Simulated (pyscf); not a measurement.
**`[NH2]`, doublet**

Gas-phase minimum from PySCF at ωB97X-D3(BJ)/def2-SVP, one conformer. 

SMILES: [NH2]
```xyz
3

N      0.5708     0.0252    -0.3131
H      0.2007    -0.2856    -1.2284
H      0.1628     0.9734    -0.2369
```
Charge 0, spin multiplicity 2.

Bond lengths (Å): N1–H2 1.035, N1–H3 1.035. Angles (°): H2–N1–H3 101.5.

Properties at ωB97X-D3(BJ)/def2-SVP:

```
Quantity                                                                                                                              Result
---------------------------------------------------------------------------------------------------------------------  ---------------------
Harmonic wavenumbers, unscaled                                                                                         1537, 3392, 3479 cm⁻¹
Zero-point energy                                                                                                              12.0 kcal/mol
Rotational symmetry number                                                                                                                 2
Entropy of this conformer at 298 K and 1 atm, rigid rotor and harmonic oscillator, modes under 100 cm⁻¹ raised to 100        194.8 J/(mol K)
Dipole moment                                                                                                                         1.95 D
Spin expectation value S2                                                                                                              0.753
```

Single-point totals, which compare only within one level (frozen core for MP2 and CC):

| level | total energy (hartree) |
|---|---|
| ωB97X-D3(BJ)/def2-TZVP | -55.91746 |
| PBE/def2-TZVP | -55.82891 |
| r²SCAN/def2-TZVP | -55.87014 |
| B3LYP-D3(BJ)/def2-TZVP | -55.90514 |
| PBE0-D3(BJ)/def2-TZVP | -55.83488 |
| M06-2X/def2-TZVP | -55.86891 |
| ωB97M-D3(BJ)/def2-TZVP | -55.91056 |
| UHF/def2-TZVPP | -55.58800 |
| MP2/def2-TZVPP | -55.77245 |
| CCSD/def2-TZVPP | -55.79010 |
| CCSD(T)/def2-TZVPP | -55.79580 |

The CCSD(T) − MP2 part came from Ansatz, without density fitting, on the same reference.
